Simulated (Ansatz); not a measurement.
**BSiH₃ (quintet): the correlation ladder, cc-pVTZ**

How much of the correlation energy of BSiH₃ (quintet) does each wave-function method recover here?

Program: Ansatz 0.2.0, Gaussian basis. Level of theory: cc-pVTZ, core rule «outside noble gas», up to 6 orbitals frozen. These are calculated values, not measurements.

To be run: UHF; CCSD(T) on ROHF; CCSD(T) on UHF; BCCD(T) on ROHF; CCSDT(Q) on ROHF; CCSDT(Q) on UHF.

8 further runs of the same task are left out: 2 for a known fault of the program, 6 set aside as unsound or not needed.

**1. The geometry**

The geometry is a PBE0/def2-TZVP stationary point (not a proven minimum) of the parent state, kept for this charge and spin.

5 atoms, charge 0, spin multiplicity 5.

Atoms are counted from 1 here; the program's logs count them from 0.

Bond lengths: Si1–B2 1.879 Å, Si1–H3 1.491 Å, Si1–H4 1.482 Å, B2–H5 1.185 Å. Angles: B2–Si1–H3 128.9°, B2–Si1–H4 121.6°, H3–Si1–H4 109.4°, Si1–B2–H5 143.8°.

Coordinates:

```xyz
5
BH3Si
Si    0.00000    0.02876    0.51101
B     0.00000   -0.12953   -1.36159
H     0.00000    1.26316    1.34663
H     0.00000   -1.16326    1.39221
H     0.00000    0.48789   -2.37351
```

**2. UHF**

in.yaml reads:

```yaml
crystal:
  periodic: [false, false, false]
  atoms:
    - {symbol: Si, position_ang: [0.000000, 0.028764, 0.511008]}
    - {symbol: B, position_ang: [0.000000, -0.129527, -1.361590]}
    - {symbol: H, position_ang: [0.000000, 1.263163, 1.346633]}
    - {symbol: H, position_ang: [0.000000, -1.163262, 1.392206]}
    - {symbol: H, position_ang: [0.000000, 0.487893, -2.373513]}
basis:
  gaussian: {orbitals: cc-pVTZ}
magnetization: {spin_polarized: true, initial_magnetization: 4}
hamiltonian: {xc: hf}
output: {orbitals: {seedname: orbitals}}
```

Command:

```sh
> ansatz run in.yaml --threads 1 --pin off --events-out ev --progress --plain --max-ram 2816MiB --backend cpu
```

The runs that follow: CCSD(T) on ROHF; CCSD(T) on UHF; BCCD(T) on ROHF; CCSDT(Q) on ROHF; CCSDT(Q) on UHF.

**Question.** What will the summary of the whole plan be? Wanted: UCCSDT(Q) below the RHF energy; RMP2 from UCCSDT(Q); UMP2 from UCCSDT(Q); RCCSD from UCCSDT(Q); RCCSD(T) from UCCSDT(Q); UCCSD(T) from UCCSDT(Q); RCCSDT(Q) from UCCSDT(Q); T1 diagnostic.

The runs gave:

| quantity | value |
| --- | --- |
| UCCSDT(Q) below the RHF energy | -6.0786 eV |
| RMP2 from UCCSDT(Q) | +130.8 kJ/mol |
| UMP2 from UCCSDT(Q) | +132.8 kJ/mol |
| RCCSD from UCCSDT(Q) | +28.3 kJ/mol |
| RCCSD(T) from UCCSDT(Q) | +6.0 kJ/mol |
| UCCSD(T) from UCCSDT(Q) | +5.8 kJ/mol |
| RCCSDT(Q) from UCCSDT(Q) | +0.4 kJ/mol |
| levels within 1 kcal/mol (43 meV) | RCCSDT, UCCSDT, RCCSDT(Q) |
| T1 diagnostic | 0.043 |

What this shows: RCCSD(T) lands +6.0 kJ/mol from the yardstick (1.0 % of the correlation energy). These misses are within one basis, not against nature; the frozen cores of restricted and unrestricted runs differ, which can shift their rows.
